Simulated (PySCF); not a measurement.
Diamond-structure Si was calculated with Hartree–Fock in PySCF (GTH pseudopotentials, Gaussian basis).

Cell (relaxed at this level):

```xyz
2
Lattice="0.0000 2.7533 2.7533 2.7533 0.0000 2.7533 2.7533 2.7533 0.0000" Properties=species:S:1:pos:R:3 pbc="T T T"
Si     0.0000     0.0000     0.0000
Si     1.3766     1.3766     1.3766
```

What does this level give for the bulk modulus B0, cohesive energy and pressure derivative B′ of the bulk modulus?


bulk modulus B0: 105 GPa ± 3
cohesive energy: 3.11 eV/atom ± 0.1
pressure derivative B′ of the bulk modulus: 3.9

Measured, for comparison: bulk modulus 101 GPa (0 K value with zero-point phonon effects removed; as tabulated in Sun et al. (2011), doi:10.1103/physrevb.84.035117); cohesive energy 4.68 ± 0.08 eV/atom (from 0 K enthalpies of formation; zero-point vibration energy (9/8 kB θD) added; as tabulated in Csonka et al. (2009), arXiv:0903.4037). Computed (rounded) less measured: bulk modulus +4 %, cohesive energy -1.57 eV/atom.

A ± is a rough bar: the spread of an extrapolation, a floor set from checks against published values, or a statistical error.

Cost on a shared machine: roughly 8 core-hours.
